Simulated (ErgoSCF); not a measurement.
# H2S2 at 6 levels

Aim: a comparison of 6 runs (HF/STO-3G, HF/cc-pVDZ, HF/def2-SVP, CAM-B3LYP/3-21G, B3LYP/6-31G*, PBE0/def2-SVP) of H2S2. 

Program for the calculation: ErgoSCF 3.8.

1 further run of the same task is left out (set aside as unsound or not needed).

### 1 The system as given

The species is H2S2 (4 atoms), meant as a singlet with charge 0. The shape is that of a GFN2-xTB optimisation.

Bond lengths: S1–S2 2.045 Å, S1–H3 1.340 Å, S2–H4 1.340 Å. Angles: S1–S2–H4 98.2°, S2–S1–H3 98.1°.

### 2 The energy at HF/STO-3G (run 1)

Input file job.ego:

```
# HF on H2S2
set_nthreads("env")
molecule_inline Angstrom
S  -0.427380 -0.511820 -0.893940
S  -0.422510 0.717510 0.740680
H  0.706880 -0.077850 -1.459730
H  0.143010 -0.127830 1.612990
EOF
scf.output_mulliken_pop = 1
scf.use_diagonalization = 1
tmpdir = "."
basis = "STO-3G"
scf.max_number_of_iterations = 120
run "HF"
```

The basis set STO-3G is read from a file made from the Basis Set Exchange's data (not shown).

Started as:

```console
$ ergo job.ego
```

The log of the run:

```text
[...]
INSC SCF_general constructor, number of basis functions: 20
[...]
INSC Energy   1 =       -757.13232074230
[...]
INDE E_LUMO =          0.34311835747
[...]
INSC Energy  10 =       -787.49068188945  ( diff     -0.000000000001023 )
[...]
RESC CONVERGED after  10 iterations.
RESC FINAL ENERGY:       -787.49068188945
[...]
INSC SCF: dipole_moment_x [atomic units] =       0.40853728
INSC SCF: dipole_moment_y [atomic units] =      -0.09947928
INSC SCF: dipole_moment_z [atomic units] =       0.07336965
[...]
```

Run time: 0.81 s. Hardware: 1 thread of Arm Neoverse V2, shared host; peak memory 0.26 GiB.

### 3 A single-point energy at HF/cc-pVDZ (run 2)

Input file mol.xyz:

```xyz
4
H2S2
S     -0.427380    -0.511820    -0.893940
S     -0.422510     0.717510     0.740680
H      0.706880    -0.077850    -1.459730
H      0.143010    -0.127830     1.612990
```

Input file job.ego:

```
# H2S2, HF
set_nthreads(1)
molecule "mol.xyz"
scf.use_diagonalization = 1
tmpdir = "."
basis = "cc-pVDZ"
scf.max_number_of_iterations = 120
scf.output_mulliken_pop = 1
run "HF"
```

The basis set cc-pVDZ is read from a file made from the Basis Set Exchange's data (not shown).

Started as:

```console
$ ergo < job.ego
```

The log of the run:

```text
[...]
INSC SCF_general constructor, number of basis functions: 46
[...]
INSC Energy   1 =       -414.68651555100
[...]
INDE E_LUMO =          0.12038728434
[...]
INSC Energy  15 =       -796.22317198018  ( diff     -0.000000000003752 )
[...]
RESC CONVERGED after  15 iterations.
RESC FINAL ENERGY:       -796.22317198018
[...]
INSC SCF: dipole_moment_x [atomic units] =       0.52718234
INSC SCF: dipole_moment_y [atomic units] =      -0.12804129
INSC SCF: dipole_moment_z [atomic units] =       0.09458075
[...]
```

Wall time 16 s (1 thread of Arm Neoverse V2, shared host); peak memory 0.26 GiB.

Runs 3 to 5 aren't shown in full; the table further down has their settings and results.

### 4 The energy at PBE0/def2-SVP (run 6)

Input file input.ego:

```
set_nthreads("env")
molecule_inline
S   -0.80763115  -0.96719963  -1.68930177
S   -0.79842818   1.35589739   1.39968235
H    1.33580960  -0.14711518  -2.75848992
H    0.27024973  -0.24156369   3.04810934
EOF
basis = "def2-SVP"
XC.sparse_mode = 0
tmpdir = "."
scf.max_number_of_iterations = 120
XC.radint = 1e-11
scf.output_mulliken_pop = 1
scf.use_diagonalization = 1
XC.angint = 41
run "PBE0"
```

The basis set def2-SVP is read from a file made from the Basis Set Exchange's data (not shown).

Started as:

```console
$ ergo < input.ego
```

The log of the run:

```text
[...]
INDF Weighted mixed functional:
[...]
INSC Energy   1 =       -445.08924559911
[...]
INDE E_LUMO =         -0.01846992120
[...]
INSC Energy  13 =       -797.04609041353  ( diff     -0.000000000007276 )
[...]
RESC CONVERGED after  13 iterations.
RESC FINAL ENERGY:       -797.04609041353
[...]
INSC SCF: dipole_moment_x [atomic units] =       0.53673461
INSC SCF: dipole_moment_y [atomic units] =      -0.13038222
INSC SCF: dipole_moment_z [atomic units] =       0.09626222
[...]
```

Wall time 4.8 s (1 thread of Arm Neoverse V2, shared host); peak memory 0.26 GiB.

### 5 All runs side by side

| run | level | integration grid | radint | energy (Eh) | dipole moment (D) | wall time |
| --- | --- | --- | --- | --- | --- | --- |
| 1 | HF/STO-3G | – | – | -787.490682 | 1.08 | 0.81 s |
| 2 | HF/cc-pVDZ | – | – | -796.223172 | 1.40 | 16 s |
| 3 | HF/def2-SVP | – | – | -795.965408 | 1.45 | 3.9 s |
| 4 | CAM-B3LYP/3-21G | Turbo | 1e-11 | -793.593310 | 1.94 | 1.9 s |
| 5 | B3LYP/6-31G* (spherical functions) | Turbo | 1e-11 | -797.564559 | 1.46 | 4.8 s |
| 6 | PBE0/def2-SVP | Turbo | 1e-11 | -797.046090 | 1.43 | 4.8 s |

### 6 What came out

```
            quantity          value
 run 6: total energy  -797.04609 Eh
run 6: dipole moment         1.43 D
```

In words: The dipole moment (its size) runs from 1.08 D (HF/STO-3G) to 1.94 D (CAM-B3LYP/3-21G). The two ends differ in method and basis. Totals of different functionals can't be ranked against each other. In run 1 the basis is minimal, so the values are rough. All runs together took 32 s, the longest 16 s.
